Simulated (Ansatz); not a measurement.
C5H6. The species carries charge 0 and has multiplicity 1. The bonds changed during the relaxation, so this is another structure than the one it started from. The structure was optimised at the PBE0-D4/def2-TZVP level.

```xyz
11

C     0.619   -0.963    1.359
C     0.451   -0.120    0.167
C     0.415    1.100   -0.283
C    -0.433    1.737   -1.101
C    -0.709    0.109   -0.874
H    -0.251   -0.914    2.024
H     1.487   -0.616    1.923
H     0.789   -2.010    1.099
H    -0.137    2.054   -2.096
H    -0.546   -0.407   -1.815
H    -1.684    0.031   -0.404
```

(1) What is the dipole moment at r2SCAN/def2-TZVPP? (An estimate is asked.)

(2) And with PBE, B3LYP, ωB97M-V? (Best estimate.)

(3) Give the Mulliken charges with r2SCAN, B3LYP, PBE in def2-TZVPP. (Estimate.)

## Answers

(1) Computed: 2.16 D, with components (0.27, -2.12, 0.33) D in this frame, pointing from negative to positive charge.

(2) Computed: PBE 2.11 D, B3LYP 2.16 D, ωB97M-V 2.21 D.

(3) Computed: 
```
atom  r2SCAN  B3LYP    PBE
  C1   -0.12  -0.21  -0.21
  C2   -0.15  -0.11  -0.11
  C3    0.09   0.05   0.03
  C4   -0.29  -0.27  -0.23
  C5    0.09  -0.06  -0.05
  H6    0.05   0.09   0.09
  H7    0.07   0.10   0.10
  H8    0.06   0.10   0.10
  H9    0.06   0.10   0.08
 H10    0.06   0.10   0.10
 H11    0.07   0.10   0.10
```

B3LYP here is the variant with VWN-RPA as its local correlation; programs differ in this.
